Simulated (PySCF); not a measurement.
**Ne, Ne⁺: ionisation energy in aug-cc-pVDZ**

Wanted: the ionisation energy of neon, up a ladder of methods.

Program: PySCF 2.14.0. Level of theory: unrestricted determinants in a Gaussian basis, no spin-orbit coupling in the energies. These are calculated values, not measurements, unless marked.

### 1 The atom as given

| Quantity | Value |
| --- | --- |
| Element | neon (Z = 10) |
| Basis | aug-cc-pVDZ (4s3p2d, 23 functions) |
| Hamiltonian | no relativity, point nucleus |
| State 1 | Ne: [Ne], closed-shell 1S |
| State 2 | Ne⁺: [He] 2s2 2p5, 2P determinant |
| Methods | UHF, PBE0, MN15, MP2, CCSD(T) |
| Core shells frozen in the correlated runs | valence: 1s2 (for Ne) |

The outer shells:

Ne [Ne]
```
[He] core
2s [↑↓]
2p [↑↓][↑↓][↑↓]
```

Ne+ [He] 2s2 2p5
```
[He] core
2s [↑↓]
2p [↑↓][↑↓][↑ ]
```

The runs were made by one driver on top of PySCF. The scripts below sum up each run's settings (the driver also hands on starting orbitals that pick excited configurations, and frozen orbitals as a list rather than a count), and the logs come from the driver's own runs. The driver starts from symmetry-adapted Hartree-Fock orbitals, holds the occupation by maximum overlap and uses a logarithmic radial grid for functionals, so a plain start would take other cycles.

The driver's launch:

```console
> OMP_NUM_THREADS=1 python atomrun2.py TASK.json OUT
```

The integrals over 23 functions and the set-up took 0.02 s of CPU time.

### 2 Ne

UHF:

The input, input.py:

```python
from pyscf import gto, scf, dft, mp, cc
import basis_set_exchange as bse
mol = gto.M(atom="Ne 0 0 0", charge=0, spin=0, symmetry="D2h",
            basis=gto.basis.parse(bse.get_basis("aug-cc-pVDZ", elements=["Ne"], fmt="nwchem", header=False)))
mf = scf.UHF(mol)
mf.irrep_nelec = {'Ag': (2, 2), 'B1u': (1, 1), 'B2u': (1, 1), 'B3u': (1, 1)}
mf.kernel()
```

PBE0:

input.py differs from the last one in:

```diff
@@ -4,3 +4,3 @@
             basis=gto.basis.parse(bse.get_basis("aug-cc-pVDZ", elements=["Ne"], fmt="nwchem", header=False)))
-mf = scf.UHF(mol)
+mf = dft.UKS(mol, xc="PBE0")
 mf.irrep_nelec = {'Ag': (2, 2), 'B1u': (1, 1), 'B2u': (1, 1), 'B3u': (1, 1)}
```

MN15:

input.py differs from the last one in:

```diff
@@ -4,3 +4,3 @@
             basis=gto.basis.parse(bse.get_basis("aug-cc-pVDZ", elements=["Ne"], fmt="nwchem", header=False)))
-mf = dft.UKS(mol, xc="PBE0")
+mf = dft.UKS(mol, xc="MN15")
 mf.irrep_nelec = {'Ag': (2, 2), 'B1u': (1, 1), 'B2u': (1, 1), 'B3u': (1, 1)}
```

MP2 (valence):

input.py differs from the last one in:

```diff
@@ -4,4 +4,5 @@
             basis=gto.basis.parse(bse.get_basis("aug-cc-pVDZ", elements=["Ne"], fmt="nwchem", header=False)))
-mf = dft.UKS(mol, xc="MN15")
+mf = scf.UHF(mol)
 mf.irrep_nelec = {'Ag': (2, 2), 'B1u': (1, 1), 'B2u': (1, 1), 'B3u': (1, 1)}
 mf.kernel()
+mp.UMP2(mf, frozen=1).kernel()
```

CCSD(T) (valence):

input.py differs from the last one in:

```diff
@@ -7,2 +7,3 @@
 mf.kernel()
-mp.UMP2(mf, frozen=1).kernel()
+mycc = cc.CCSD(mf, frozen=1).run()
+mycc.ccsd_t()
```

### 3 Ne⁺

UHF:

The input, input.py:

```python
from pyscf import gto, scf, dft, mp, cc
import basis_set_exchange as bse
mol = gto.M(atom="Ne 0 0 0", charge=1, spin=1, symmetry="D2h",
            basis=gto.basis.parse(bse.get_basis("aug-cc-pVDZ", elements=["Ne"], fmt="nwchem", header=False)))
mf = scf.UHF(mol)
mf.irrep_nelec = {'Ag': (2, 2), 'B1u': (1, 1), 'B2u': (1, 1), 'B3u': (1, 0)}
mf.kernel()
```

PBE0:

input.py differs from the last one in:

```diff
@@ -4,3 +4,3 @@
             basis=gto.basis.parse(bse.get_basis("aug-cc-pVDZ", elements=["Ne"], fmt="nwchem", header=False)))
-mf = scf.UHF(mol)
+mf = dft.UKS(mol, xc="PBE0")
 mf.irrep_nelec = {'Ag': (2, 2), 'B1u': (1, 1), 'B2u': (1, 1), 'B3u': (1, 0)}
```

MN15:

input.py differs from the last one in:

```diff
@@ -4,3 +4,3 @@
             basis=gto.basis.parse(bse.get_basis("aug-cc-pVDZ", elements=["Ne"], fmt="nwchem", header=False)))
-mf = dft.UKS(mol, xc="PBE0")
+mf = dft.UKS(mol, xc="MN15")
 mf.irrep_nelec = {'Ag': (2, 2), 'B1u': (1, 1), 'B2u': (1, 1), 'B3u': (1, 0)}
```

MP2 (valence):

input.py differs from the last one in:

```diff
@@ -4,4 +4,5 @@
             basis=gto.basis.parse(bse.get_basis("aug-cc-pVDZ", elements=["Ne"], fmt="nwchem", header=False)))
-mf = dft.UKS(mol, xc="MN15")
+mf = scf.UHF(mol)
 mf.irrep_nelec = {'Ag': (2, 2), 'B1u': (1, 1), 'B2u': (1, 1), 'B3u': (1, 0)}
 mf.kernel()
+mp.UMP2(mf, frozen=1).kernel()
```

CCSD(T) (valence):

input.py differs from the last one in:

```diff
@@ -7,2 +7,3 @@
 mf.kernel()
-mp.UMP2(mf, frozen=1).kernel()
+mycc = cc.CCSD(mf, frozen=1).run()
+mycc.ccsd_t()
```

**Question.** What will these runs give?

**Answer**, as computed:

| quantity | value |
| --- | --- |
| ionisation energy, Ne | UHF 19.850, CCSD(T) (valence) 21.421 eV; reference 21.597 |

Each level's miss and price (over 1 difference):

| method | mean absolute miss against the measured value (with the measured fine structure taken into account where it is known) (eV) | CPU time, both states (s) |
| --- | --- | --- |
| UHF | 1.747 | 0.08 |
| PBE0 | 0.027 | 0.17 |
| MN15 | 0.154 | 0.34 |
| MP2 (valence) | 0.014 | 0.08 |
| SCS-MP2 (valence) | 0.131 | 0.08 |
| CCSD (valence) | 0.207 |  |
| CCSD(T) (valence) | 0.176 | 0.3 |

**Reading.** Against experiment MP2 (valence) comes closest (off by 0.01 eV), level with PBE0 and UHF is farthest (1.75 eV). In a finite basis a lower level can come nearest by cancelling errors. Hartree-Fock falls short because the species with more electrons holds more correlation energy, which it lacks. All values hold for this basis alone; no basis-set limit was taken. The dearest level timed, MN15, costs 4.2 times the cheapest, UHF, and differs from the measured value (with the measured fine structure taken into account where it is known) by 0.15 against 1.75 eV.
